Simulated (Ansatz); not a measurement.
A made-up structure of AlNH$_{5}$ (charge +1), closed shell:

```
7
angstrom
N -0.1994 -0.6199 -0.1625
Al 0.2940 0.8678 0.2199
H 0.5597 -1.0815 -0.7503
H -1.1162 -0.5153 -0.7006
H -0.3669 -1.1383 0.7563
H -0.9405 1.4838 1.1206
H 1.7694 1.0034 -0.4834
```

It is relaxed with PBE-D4/def2-SVP and then PBE0-D4/def2-TZVP (Ansatz 0.2.0). Atoms count as bonded within 1.22 times the sum of their covalent radii (H–H: 0.88 Å). The end point is not checked to be a true minimum.

Task: Does its bonding change? (A judgement: the text doesn't fix the answer.)

Result: Computed: No: no bond forms or breaks.

Where it ends: The first stage lowers the energy by 1.89 eV in 7 steps. It ends as AlNH₅ ([NH3][AlH2]), total charge +1:
N1  (-0.250, -0.764, -0.198)
Al2  (0.364, 1.071, 0.271)
H3  (0.421, -1.285, -0.766)
H4  (-1.130, -0.757, -0.719)
H5  (-0.436, -1.334, 0.630)
H6  (-0.741, 1.752, 1.133)
H7  (1.772, 1.317, -0.350)
(Å)

Labels in which every atom is bracketed show which atoms are joined, not bond orders.

For scale, one of the runs: PBE0-D4/def2-TZVP relaxation, 98 basis functions, launched by `ansatz run in.yaml --threads 2 --pin off --events-out ev --progress --plain --max-ram 4352MiB`. The run took about 4.9 s on 2 CPU threads of an Arm Neoverse V2 (shared host).
